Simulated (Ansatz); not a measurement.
[NH$_{2}$···H···Si], triplet: the ladder up to UCCSDT(Q)

Geometry: a point of a hydrogen-transfer path between rigid fragments, not a stationary point.

```tsv
atom	x (Å)	y (Å)	z (Å)
N	-1.9728	-0.0126	-0.0197
H	-2.2700	0.9552	-0.0197
H	-2.2700	-0.4149	0.8606
H	-0.9603	-0.0126	-0.0197
Si	1.1812	-0.0126	-0.0197
```

Basis cc-pVDZ; Ansatz 0.2.0. Correlated methods freeze the noble-gas cores, which leaves 12 electrons in 41 orbitals. Prefix R: restricted or restricted open-shell reference; prefix U: unrestricted. Active spaces: pair = (4e, 4o) about the gap.

Full CI isn't at hand for all of this; UCCSDT(Q) serves as the reference, and is uncertain by about the last step of the cluster series. The frozen core follows each run's orbitals, which can shift R against U totals by a few meV.

For open shells CISD is restricted-active-space CI with the open shells as a complete middle space.

- UHF ⟨S²⟩: 2.014
- T1 diagnostic (RCCSD): 0.0173
- largest doubles amplitude (RCCSD): 0.071
- T1 diagnostic (UCCSD): 0.0114

```tsv
level	E − E(RHF) (eV)
UHF	-0.1080
RMP2	-6.5286
UMP2	-6.5362
RCCSD	-7.4650
UCCSD	-7.4685
RCCSD(T)	-7.6200
UCCSD(T)	-7.6208
```

Task: Estimate how far UCCSDT(Q) in cc-pVDZ lies from RCCSD(T). The table doesn't fix it; the size of (T) and the diagnostics are the guide.

Result: UCCSDT(Q) in cc-pVDZ lies 0.74 kcal/mol below RCCSD(T), which is 21 % of the (T) step (-3.58 kcal/mol). The diagnostics are small and one determinant leads, so the series closes fast and only a small part of (T) is left.

The other levels:

```
                level  E − E(UCCSDT(Q)) (kcal/mol)  share of correlation (%)  wall time
                 CISD                        18.56                     89.48      3.6 s
              BCCD(T)                         0.73                     99.59      7.5 s
               RCCSDT                         0.27                     99.85          –
               UCCSDT                         0.27                     99.85          –
            RCCSDT(Q)                         0.01                    100.00       57 s
  CASSCF (pair space)                       165.00                      6.49          –
  NEVPT2 (pair space)                        26.99                     84.70        2 s
  MRCISD (pair space)                        16.64                     90.57          –
MRCISD+Q (pair space)                         1.26                     99.28      2.4 s
```

The correlation energy at UCCSDT(Q), counted from RHF, is -7.652 eV. That run took 52 s on 1 thread of Arm Neoverse V2, shared host.

Times hold each run's SCF and search for its determinant on a shared host, so for small cases they say little of a method's own cost; they ran on 1 thread of Arm Neoverse V2.
